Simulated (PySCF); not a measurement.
Simulated outer-valence photoelectron spectrum of `[H]/N=C/CN`. Method used: EOM-IP-CCSD/aug-cc-pVDZ in PySCF, restricted Hartree–Fock reference, 4 core orbitals frozen, non-relativistic, gas phase, PBE0-D3(BJ)/def2-SVP geometry.

Each root has a Gaussian of 0.6 eV full width with its one-hole share as area; cross sections and vibrations are left out, and the highest printed point is 100.

```tsv
ionisation energy (eV)	intensity
8.8	1
9.0	6
9.2	25
9.4	53
9.6	62
9.8	45
10.0	41
10.2	57
10.4	59
10.6	34
10.8	11
11.0	6
11.2	19
11.4	47
11.6	62
11.8	45
12.0	17
12.2	4
12.4	0
12.6	0
12.8	0
13.0	1
13.2	6
13.4	27
13.6	66
13.8	100
14.0	100
14.2	66
14.4	31
14.6	25
14.8	47
15.0	62
15.2	44
15.4	17
15.6	4
15.8	0
16.0	0
16.2	1
16.4	5
16.6	21
16.8	56
17.0	91
17.2	99
17.4	73
17.6	35
17.8	10
18.0	2
18.2	0
```

Where are the maxima, and how many lines lie under the curve?

6 maxima, at 9.6, 10.3, 11.6, 13.9, 15.0 and 17.1 eV, from 8 lines. At this width some lines have no maximum of their own.

List the lines with their holes.

```tsv
E (eV)	leading hole (HF orbital)	area	Koopmans (eV)
9.54	HOMO	0.95	10.84
10.32	HOMO-2	0.94	11.86
11.59	HOMO-1	0.95	11.82
13.75	HOMO-3	0.96	14.54
14.05	HOMO-4	0.95	15.23
14.99	HOMO-5	0.94	16.58
16.98	HOMO-6	0.95	18.20
17.31	HOMO-7	0.93	18.92
```

The widest gap, 2.16 eV, lies between 11.59 and 13.75 eV. Only orbitals with −ε under 21 eV, eight at most, were ionised, so the high end of the curve may lack lines.

Hardware: an Arm Neoverse V2 with one thread, shared host with 32 logical CPUs at a one-minute load of 16. Cost: 3.9 min, 2.5 GiB resident at most.

Conformer computed: `[H]/[N:1]=[CH:2]/[CH2:3][NH2:4]`: N1–C2–C3–N4 -1°, H–N4–C3–C2 57°, H–N4–C3–C2 -55°.

One conformer stands for the species.
